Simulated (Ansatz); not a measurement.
# Relative stability

Two isomers of SiHSO, doublet, relaxed at PBE0-D4/def2-TZVP (vibrations not checked).

A:

```
4
angstrom
O 0.8221 -0.8013 0.3501
Si -0.0638 0.6019 0.3573
S -0.8898 -1.2812 0.1400
H 0.1315 1.4805 -0.8474
```

B:

```
4
angstrom
O -1.4864 -0.1842 0.9248
Si -0.1475 0.1424 0.0538
S 1.6282 -0.6500 0.2753
H -1.4033 -0.8375 1.6288
```

Ansatz 0.2.0; basis: def2-TZVPP; cores frozen in the correlated methods; orbitals are unrestricted. B3LYP uses VWN-RPA correlation.

(1) Which structure is lower at CCSD(T), and by how much? (Judge from chemistry; the value comes from the calculation.)

T1 diagnostic: at most 0.022. ⟨S²⟩ of the unrestricted Hartree–Fock references: 0.77 (a pure state has 0.75).

## Answers

(1) By the calculation: B, by 2.409 eV (electronic energy, against the other). By their contacts, A is SiHSO ([O]1[SiH][S]1) and B is SiHSO ([OH][Si][S]).

All methods give the same order:

```
   method  E(B) − E(A) (eV)
   PBE-D4            -2.240
r2SCAN-D4            -2.350
  PBE0-D4            -2.346
 B3LYP-D4            -2.381
  wB97M-V            -2.375
       HF            -2.577
      MP2            -2.470
     CCSD            -2.437
  CCSD(T)            -2.409
```

Labels in which every atom is bracketed show which atoms are joined, not bond orders.
